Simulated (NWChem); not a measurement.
Program: NWChem. System: formamide (CH3NO), charge 0, spin multiplicity 1, at a geometry optimised with B3LYP/def2-SVP. Level: CCSD(T)/def2-TZVP, 3 core orbitals frozen.

Job file:

```
start mol
memory heap 100 mb stack 700 mb global 1900 mb
geometry units angstroms nocenter noautoz
  N     -0.195007    -1.078773     0.000000
  C     -0.311514     0.276716     0.000000
  O      0.612100     1.058196     0.000000
  H      0.729372    -1.497024     0.000000
  H     -1.008869    -1.679870     0.000000
  H     -1.383168     0.602437     0.000000
  symmetry group Cs
end
basis spherical
  * library def2-tzvp
end
scf
  rhf
  nopen 0
  maxiter 100
  thresh 1e-7
  semidirect memsize 60000000 filesize 0
end
tce
  freeze core 3
  ccsd(t)
  2eorb
  2emet 13
  thresh 1e-6
  maxiter 100
  tilesize 24
end
task tce energy
```

Output (cleaned and shortened):

```
             Northwest Computational Chemistry Package (NWChem) 7.3.0
             --------------------------------------------------------

                                NWChem Input Module
                                -------------------

 Scaling coordinates for geometry "geometry" by  1.889725989
 (inverse scale =  0.529177249)

 Turning off AUTOSYM since
 SYMMETRY directive was detected!

                             Geometry "geometry" -> ""
                             -------------------------

 Output coordinates in angstroms (scale by  1.889725989 to convert to a.u.)

  No.       Tag          Charge          X              Y              Z
 ---- ---------------- ---------- -------------- -------------- --------------
    1 N                    7.0000    -0.19500700    -1.07877300     0.00000000
    2 C                    6.0000    -0.31151400     0.27671600     0.00000000
    3 O                    8.0000     0.61210000     1.05819600     0.00000000
    4 H                    1.0000     0.72937200    -1.49702400     0.00000000
    5 H                    1.0000    -1.00886900    -1.67987000     0.00000000
    6 H                    1.0000    -1.38316800     0.60243700     0.00000000

 Effective nuclear repulsion energy (a.u.)      71.0854359066

            Nuclear Dipole moment (a.u.)
            ----------------------------
        X                 Y               Z
 ---------------- ---------------- ----------------
     0.0000037795    -0.0000075589     0.0000000000

      Symmetry information
      --------------------

 Group name             Cs
 Group number              2
 Group order               2
 No. of unique centers     6

      Symmetry unique atoms

     1    2    3    4    5    6


 Summary of "ao basis" -> "" (spherical)
 ------------------------------------------------------------------------------
       Tag                 Description            Shells   Functions and Types
 ---------------- ------------------------------  ------  ---------------------
 *                         def2-tzvp                  on all atoms

 Summary of "ao basis" -> "ao basis" (spherical)
[...]
     T(I) DIIS level shift : 0.00D+00
   CC-T/L Amplitude update :  5-th order DIIS
                I/O scheme : Global Array Library
        L-threshold :  0.10D-05
        EOM-threshold :  0.10D-05
 no EOMCCSD initial starts read in
 TCE RESTART OPTIONS
 SLICE:      F
 D4D5:       F
 quantumc:   F
 qrotation:  F
 pwtce:      F
 qducc:      F
 nacto:                         0
 nrotv:                         0
 nrot:                          0

            Memory Information
            ------------------
          Available GA space size is     249024479 doubles
          Available MA space size is     104852876 doubles

 Maximum block size supplied by input
 Maximum block size        24 doubles

 tile_dim =     23

 -------------------------------------------------
   1    alpha     a'     7 doubles       0       1
   2    alpha     a"     2 doubles       7       2
   3    beta      a'     7 doubles       9       1
   4    beta      a"     2 doubles      16       2
   5    alpha     a'    22 doubles      18       5
   6    alpha     a'    23 doubles      40       6
   7    alpha     a'    23 doubles      63       7
   8    alpha     a"    15 doubles      86       8
   9    alpha     a"    16 doubles     101       9
  10    beta      a'    22 doubles     117       5
  11    beta      a'    23 doubles     139       6
  12    beta      a'    23 doubles     162       7
  13    beta      a"    15 doubles     185       8
  14    beta      a"    16 doubles     200       9

 Global array virtual files algorithm will be used

 Parallel file system coherency ......... OK

 4-electron integrals stored in orbital form

 v2    file size   =         14026398
 4-index algorithm nr.  13 is used
 imaxsize =       30
 imaxsize ichop =        0


CCSD iterations
 ---------------------------------------------------------
 Iter          Residuum       Correlation     Cpu    Wall
 ---------------------------------------------------------
    1   0.2015927342022  -0.5937499430476     2.6     2.6
    2   0.0483327631660  -0.5930169599561     2.0     2.0
    3   0.0162072450703  -0.6042338723099     2.1     2.1
    4   0.0075413214996  -0.6045258974239     1.9     1.9
    5   0.0030366963409  -0.6055914301773     1.9     1.9
    6   0.0013021388218  -0.6058560294295     1.8     1.8
    7   0.0007130939004  -0.6058711060547     2.0     2.0
    8   0.0003398628250  -0.6058920716066     2.0     2.0
    9   0.0002274138145  -0.6058918178871     2.1     2.1
   10   0.0001139477136  -0.6059021192708     2.1     2.1
   11   0.0000221834101  -0.6059068198715     2.2     2.2
   12   0.0000099072389  -0.6059082581180     2.1     2.1
   13   0.0000052282977  -0.6059082439756     1.8     1.8
   14   0.0000029658594  -0.6059083859100     1.9     1.9
   15   0.0000016844167  -0.6059083499853     2.0     2.0
   16   0.0000004376519  -0.6059083772492     1.9     1.9
 -----------------------------------------------------------------
 Iterations converged
 CCSD correlation energy / hartree =        -0.605908377249230
 CCSD total energy / hartree       =      -169.612270523882586

 Singles contributions

 Doubles contributions
 CCSD(T)
 Using plain CCSD(T) code
             total no. of tasks          295
 total no. of tasks / no. procs          295
                         wl_min        27000           5.5
                         wl_max      4173281          12.7
        thresh for no. of tasks          295

 CCSD[T]  correction energy / hartree =        -0.026764214656109
 CCSD[T] correlation energy / hartree =        -0.632672591905339
 CCSD[T] total energy / hartree       =      -169.639034738538697
 CCSD(T)  correction energy / hartree =        -0.025223502359725
 CCSD(T) correlation energy / hartree =        -0.631131879608955
 CCSD(T) total energy / hartree       =      -169.637494026242308

 Task  times  cpu:      171.9s     wall:      171.9s

 Total times  cpu:      171.9s     wall:      171.9s
```
